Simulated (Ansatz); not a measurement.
`[Li][OH]` + CH₃OH → `[Li][O]C` + H₂O at 600 K and 1 bar (ligand exchange at a Li–O bond).

Isolated molecules relaxed with PBE0-D4/def2-TZVP in Ansatz; ΔE leaves out vibrations. CBS: MP2 limit from def2 TZ/QZ plus the TZ coupled-cluster correction, frozen cores. This one scheme is used for every species. For Li outer-core shells are correlated without core-valence functions, which leaves a few kJ/mol of doubt a bond.

| species | CCSD(T)/CBS energy (Eh) | H − E (kJ/mol) | S (J/(mol·K)) |
| --- | --- | --- | --- |
| `[Li][OH]` | -83.31445 | 59.4 | 241.6 |
| CH₃OH | -115.61712 | 163.6 | 277.3 |
| `[Li][O]C` | -122.55324 | 141.9 | 298.0 |
| H₂O | -76.37941 | 76.8 | 212.8 |

H − E and S are ideal-gas, rigid-rotor, harmonic terms from PBE0-D4/def2-TZVP. 1 Eh = 2625.50 kJ/mol, R = 8.31446 J/(mol·K).

Question: By hand: ΔE, ΔH, ΔS and ΔG.

Answer: ΔE = (-122.55324) + (-76.37941) − (-83.31445) − (-115.61712) = -0.00108 Eh = -2.8 kJ/mol. Δ(H − E) = 141.9 + 76.8 − 59.4 − 163.6 = -4.3, so ΔH = -7.1 kJ/mol. ΔS = 298.0 + 212.8 − 241.6 − 277.3 = -8.1 J/(mol·K). ΔG = -7.1 − 600 × (-8.1)/1000 = -2.2 kJ/mol.

Question: By hand: the equilibrium constant, and the temperature at which ΔG would vanish if ΔH and ΔS stayed fixed.

Answer: log₁₀ K = −ΔG/(RT ln 10) = 0.2. ΔG = 0 at ΔH/ΔS = 877 K, though so small a ΔH makes that figure unsure.

TΔS isn't small against ΔH here. The sign of ΔG lies within the doubt. A doubt of 5 kJ/mol in ΔE shifts log₁₀ K by 0.4 here. These are equilibria of isolated gas molecules and say nothing of rates. Largest T1 diagnostic: 0.013 (customary marks: 0.02 for closed shells, 0.045 for open ones).
